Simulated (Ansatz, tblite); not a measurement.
Removing an electron: SiMeH3 (CH₆Si). Charge 0, multiplicity 1. Geometry: r2SCAN-D4/def2-TZVP. Ansatz, gas phase; energy differences of separate SCF runs; the oxidised species was run as a doublet alone.

```csv
atom,x (Å),y (Å),z (Å)
Si1,0.368,0.433,-0.678
C2,-0.411,-0.483,0.756
H3,0.132,-1.407,0.967
H4,-1.448,-0.742,0.533
H5,-0.401,0.130,1.659
H6,-0.386,1.680,-0.975
H7,0.371,-0.413,-1.900
H8,1.774,0.802,-0.362
```

The xTB rows come from tblite. Correlated methods freeze 6 core orbitals. HOMO above LUMO, or a gap near zero within one spin, warns that the state may not be the lowest or that an electron is smeared out.

(1) Estimate orbital energies and vertical ionisation energies at: GFN1-xTB; GFN2-xTB; HF/def2-TZVPP; PBE-D4/def2-TZVP; r2SCAN-D4/def2-TZVP; PBE0-D4/def2-TZVP; MP2/def2-TZVPP; CCSD/def2-TZVPP; CCSD(T)/def2-TZVPP.

Answers

(1) 
| level | −HOMO (eV) | vertical IE (eV) | −LUMO (eV) | HOMO–LUMO gap (eV) | remarks |
| --- | --- | --- | --- | --- | --- |
| GFN1-xTB | 12.28 | 15.40 | 5.33 | 6.94 | – |
| GFN2-xTB | 11.09 | 14.38 | 4.56 | 6.53 | – |
| HF/def2-TZVPP | – | 10.73 | – | – | – |
| PBE-D4/def2-TZVP | 7.90 | 11.28 | 0.09 | 7.82 | gap within one spin near zero (+1 doublet) |
| r2SCAN-D4/def2-TZVP | 8.20 | 11.47 | -0.50 | 8.70 | – |
| PBE0-D4/def2-TZVP | 9.22 | 11.57 | -0.69 | 9.91 | – |
| MP2/def2-TZVPP | – | 11.83 | – | – | – |
| CCSD/def2-TZVPP | – | 11.69 | – | – | – |
| CCSD(T)/def2-TZVPP | – | 11.73 | – | – | – |

  Raw xTB energy differences between charge states are shifted by several eV; the methods need an empirical correction for them.
